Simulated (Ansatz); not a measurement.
# C4H5N: the cost of one run

Computed with Ansatz 0.2.0, Gaussian basis. Level: the settings change from run to run.

### 1 The geometry

The structure was relaxed beforehand with PBE0-D4 in a triple-zeta def2 set.

SMILES `C=CN1C=C1`, 10 atoms, charge 0, spin multiplicity 1.

Atoms are counted from 1 here; the program's logs count them from 0.

Bond lengths: C1–C2 1.326 Å, C1–H6 1.082 Å, C1–H7 1.085 Å, C2–N3 1.414 Å, C2–H8 1.087 Å, N3–C4 1.489 Å, N3–C5 1.491 Å, C4–C5 1.272 Å, C4–H9 1.074 Å, C5–H10 1.074 Å. Angles: C2–C1–H6 121.1°, C2–C1–H7 121.5°, H6–C1–H7 117.4°, C1–C2–N3 125.8°, C1–C2–H8 121.3°, N3–C2–H8 112.7°, C2–N3–C4 116.6°, C2–N3–C5 115.7°, C4–N3–C5 50.6°, N3–C4–C5 64.8°, N3–C4–H9 137.8°, C5–C4–H9 157.1°, N3–C5–C4 64.6°, N3–C5–H10 138.7°, C4–C5–H10 156.2°.

### 2 rPW86-PBE/6-31G*

Set apart from the defaults: rVV10 dispersion, high accuracy.

Input file in.yaml:

```yaml
crystal:
  periodic: [false, false, false]
  atoms:
    - {symbol: C, position_ang: [-1.284472, -0.101687, -0.932419]}
    - {symbol: C, position_ang: [-0.334025, -0.863990, -0.408194]}
    - {symbol: N, position_ang: [0.961304, -0.434826, -0.039235]}
    - {symbol: C, position_ang: [1.111943, 0.130331, 1.329885]}
    - {symbol: C, position_ang: [1.072142, 0.988386, 0.391251]}
    - {symbol: H, position_ang: [-2.219425, -0.528639, -1.270815]}
    - {symbol: H, position_ang: [-1.152758, 0.969153, -1.049611]}
    - {symbol: H, position_ang: [-0.468099, -1.936998, -0.295845]}
    - {symbol: H, position_ang: [1.240607, -0.234664, 2.332172]}
    - {symbol: H, position_ang: [1.155882, 1.961833, -0.054388]}
basis:
  gaussian: {orbitals: "6-31G*"}
hamiltonian: {xc: {name: rPW86-PBE}, dispersion: rvv10}
accuracy: high
```

Command:

```
> ansatz run in.yaml --threads 2 --pin off --events-out ev --progress --plain --max-ram 4352MiB
```

What time and memory should one allow on 2 threads of Arm Neoverse V1, shared host?

About 25 s, with a peak of 0.35 GiB.
